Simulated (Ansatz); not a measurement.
# SiHO2+ (SMILES O=[Si]=[OH+]): functionals against CCSD(T) at one geometry

The task here is to estimate one member of a computed series from the others.

Program: Ansatz 0.2.0, Gaussian basis. Level of theory: single points in def2-TZVPP. These are calculated values, not measurements.

Correlated methods freeze the cores.

### The starting structure

SMILES `O=[Si]=[OH+]`, 4 atoms, charge 1, spin multiplicity 1.

Atoms are counted from 1 here; the program's logs count them from 0.

Bond lengths: O1–Si2 1.445 Å, Si2–O3 1.537 Å, O3–H4 0.968 Å. Angles: O1–Si2–O3 177.8°, Si2–O3–H4 173.1°.

As a file:

```xyz
4

O    -1.9607    0.7273   -0.0173
Si   -0.6093    0.2158    0.0009
O     0.8479   -0.2742    0.0029
H     1.7231   -0.6857    0.0397
```

Set-up of the first run:

The input, run/in.yaml:

```yaml
crystal:
  periodic: [false, false, false]
  atoms:
    - {symbol: O, position_ang: [-1.960700, 0.727300, -0.017300]}
    - {symbol: Si, position_ang: [-0.609300, 0.215800, 0.000900]}
    - {symbol: O, position_ang: [0.847900, -0.274200, 0.002900]}
    - {symbol: H, position_ang: [1.723100, -0.685700, 0.039700]}
basis:
  gaussian: {orbitals: def2-TZVPP}
total_charge: 1
correlation: {method: ccsd_t}
output: {forces: true}
```

The command line of these runs was not kept.

Steps of the session up to this table: CCSD(T)/def2-TZVPP; PBE0-D4/def2-TZVPP; wB97M-V/def2-TZVPP; r2SCAN-D4/def2-TZVPP; PBE-D4/def2-TZVPP; BHLYP-D4/def2-TZVPP; LC-wPBE/def2-TZVPP.

One of the session's tables, all rows but one given; the rest of the session is left out.

```
   method  RMS force component (eV/Å)  angle to CCSD(T) forces (°)
  CCSD(T)                       2.037                    reference
  PBE0-D4                       1.750                          5.7
  wB97M-V                           ?                            ?
r2SCAN-D4                       1.849                          2.9
   PBE-D4                       2.029                          5.6
 BHLYP-D4                       1.539                         15.7
  LC-wPBE                       1.615                          8.9
```

Q: Estimate the row for wB97M-V from the others.

The run gave: RMS force component (eV/Å): 1.729; angle to CCSD(T) forces (°): 4.8. In the column «RMS force component (eV/Å)» it lies between LC-wPBE (1.615) and PBE0-D4 (1.750).
